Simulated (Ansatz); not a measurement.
# H2N2Si: the cost of one run

Program: Ansatz 0.2.0. Level of theory: DFT B3LYP, Gaussian basis cc-pV(T+d)Z. These are calculated values, not measurements.

### Step 1. The starting structure

Bond lengths: Si1–N2 1.783 Å, N2–N3 1.130 Å, Si1–H4 1.417 Å, Si1–H5 1.448 Å. Angles: Si1–N2–N3 175.6°, N2–Si1–H4 108.0°, N2–Si1–H5 105.0°, H4–Si1–H5 94.3°.

Coordinates:

```xyz
5

Si    0.0162   -0.0061   -0.0053
N    -0.0107    0.0087    1.7770
N     0.0174    0.0924    2.9032
H     1.0475   -0.8854   -0.4206
H    -1.0532   -0.9038   -0.3887
```

### Step 2. Relaxing the atoms: H2N2Si

File input.yaml:

```yaml
relax:
  f_tol: 0.001
  max_steps: 200
crystal:
  periodic: [false, false, false]
  atoms:
    - { symbol: Si, position_ang: [0.016243, -0.006118, -0.005282] }
    - { symbol: "N", position_ang: [-0.01073, 0.008654, 1.776985] }
    - { symbol: "N", position_ang: [0.017448, 0.092388, 2.90319] }
    - { symbol: H, position_ang: [1.047506, -0.885379, -0.420601] }
    - { symbol: H, position_ang: [-1.053224, -0.903841, -0.388662] }
basis:
  gaussian: { orbitals: "cc-pV(T+d)Z.json" }
hamiltonian:
  xc: { name: B3LYP }
accuracy: high
```

Started as:

```console
ansatz run input.yaml --threads 4 --pin off --max-ram 8192MiB --backend cpu --events-out ev --progress --plain --runs-dir out
```

**Question.** How long does this run take on 4 threads of AMD EPYC (Zen 3), shared host, and how much memory does it need?

About 2.4 min, with a peak of 0.43 GiB.
